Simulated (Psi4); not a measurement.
# S2O (Disulfur monoxide): OMP2/def2-TZVP (density fitting for correlation)

Wanted: a single-point energy of S2O (Disulfur monoxide). The job is set up through a Python script.

The calculation is run with Psi4 1.11.

**1. The molecule**

S2O has 3 atoms, charge 0, and is taken as a singlet. SMILES: `O=S=S`. The coordinates come from a PBE0-D4/def2-TZVP relaxation.

Bond lengths: O1–S2 1.453 Å, S2–S3 1.880 Å. Angles: O1–S2–S3 117.8°.

**2. A single-point energy at OMP2/def2-TZVP (density fitting for correlation)**

Contents of os2.xyz:

```xyz
3
OS2
O      0.451630     1.204020     0.493170
S      0.529120    -0.205510     0.148940
S     -0.980740    -0.998510    -0.642110
```

Contents of os2.py:

```python
import psi4

psi4.set_memory(2200000000)
psi4.set_num_threads(1)
psi4.set_output_file('os2.out', False)

with open('os2.xyz') as f:
    atoms = ''.join(f.readlines()[2:])
mol = psi4.geometry('0 1\n' + atoms + 'symmetry c1\nno_reorient\nno_com')

options = {'basis': 'def2-TZVP', 'reference': 'rhf', 'puream': True, 'e_convergence': 1e-09, 'd_convergence': 1e-08, 'scf_type': 'pk', 'num_frozen_docc': 11}
psi4.set_options(options)

E, wfn = psi4.energy("omp2", molecule=mol, return_wfn=True)
print(f'omp2 energy: {E:.10f} Eh')
for k, v in sorted(psi4.core.scalar_variables().items()):
    print(f'{k:45s} {v:18.10f}')
```

Run with:

```
python os2.py
```

Q: Predict the results. Wanted: total energy; HOMO energy; LUMO energy; HOMO–LUMO gap; correlation energy.

Answer, from the run:

At OMP2/def2-TZVP (density fitting for correlation), 11 core orbitals frozen:

| quantity | value |
| --- | --- |
| total energy | -870.54184 Eh |
| HOMO energy (Hartree–Fock orbitals) | -11.02 eV |
| LUMO energy (Hartree–Fock orbitals) | -0.61 eV |
| HOMO–LUMO gap (Hartree–Fock orbitals) | 10.42 eV |
| correlation energy (11 core orbitals frozen) | -609.7 mEh |
